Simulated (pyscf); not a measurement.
Single points on ωB97X-D3(BJ)/def2-SVP structures (PySCF, gas phase).

Problem. H₂C=C=NH (SMILES C=C=N) → HC≡C–NH₂ (SMILES C#CN)
Surface: singlet. Broken: C–H. Formed: H–N. Give ΔE‡ and ΔE from M06-2X/def2-TZVP, relative to the reactant's lowest minimum found.

Solution. ΔE‡ = 94.8 kcal/mol, ΔE = +14.5 kcal/mol. CCSD(T)/def2-TZVPP + ΔMP2(QZVPP) gives 93.1 kcal/mol and +14.2 kcal/mol. Zero-point energy shifts the barrier by -3.8 kcal/mol. It is a hydrogen shift, with an imaginary mode of 1938i cm⁻¹. At the saddle there is also a short C–H contact that neither side keeps, so another atom assists the step. The same reactants have a lower exit, to H₃C–C≡N (barrier +72.4 kcal/mol at ωB97M-D3(BJ), against +96.8 kcal/mol here). H₂C=C=NH lies 26.0 kcal/mol over its isomer H₃C–C≡N, and others may lie lower still (electronic energy, ωB97M-D3(BJ)). HC≡C–NH₂ lies 42.0 kcal/mol over its isomer H₃C–C≡N, and others may lie lower still (electronic energy, ωB97M-D3(BJ)). One saddle was located; it need not be the lowest between these sides. The CCSD(T) − MP2 part came from Ansatz, without density fitting, on the same reference.
